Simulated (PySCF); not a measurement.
NP.
SMILES: `N#P`

The calculation used PySCF 2.14.0, CAM-B3LYP/6-31+G* geometry optimisation, gas phase.

Masses are those of the commonest isotopes; rigid-rotor values at the optimised geometry. 

**Question.** What are the moment of inertia and the rotational constant?

**Answer.** I = 21.169 u·Å², B = 505379 MHz·u·Å²/I = 23874 MHz (0.7964 cm⁻¹, or 1.146 K as hB/k). For two atoms I = μr² with μ = 9.6434 u and r = 1.4816 Å.

**Question.** List the first levels of a rigid rotor in a Σ state.

**Answer.** E(J) = BJ(J+1): J = 1: 1.593, J = 2: 4.778, J = 3: 9.556, J = 4: 15.927, J = 5: 23.891, J = 6: 33.447 cm⁻¹.

**Question.** Where do the first rotational lines fall?

**Answer.** The dipole is 2.92 D; J+1 ← J lies at 2B(J+1): 1 ← 0 at 47.75 GHz, 2 ← 1 at 95.50 GHz, 3 ← 2 at 143.24 GHz, 4 ← 3 at 190.99 GHz, 5 ← 4 at 238.74 GHz, 6 ← 5 at 286.49 GHz.

**Question.** Estimate the classical rotational partition function at 10 K, 50 K and 100 K.

**Answer.** Point group C∞v, symmetry number σ = 1; q = kT/(σhB), k/h = 20836.6 MHz/K: 8.7 at 10 K, 43.6 at 50 K, 87.3 at 100 K.

No frequency check. Constants of a rigid frame at the computed geometry: no zero-point averaging, no centrifugal distortion.

Hardware: an Arm Neoverse V1 with one thread, shared host with 32 logical CPUs at a one-minute load of 12. Cost: 1.8 s wall, 0.24 GiB resident at most. These figures are those of the optimisation.
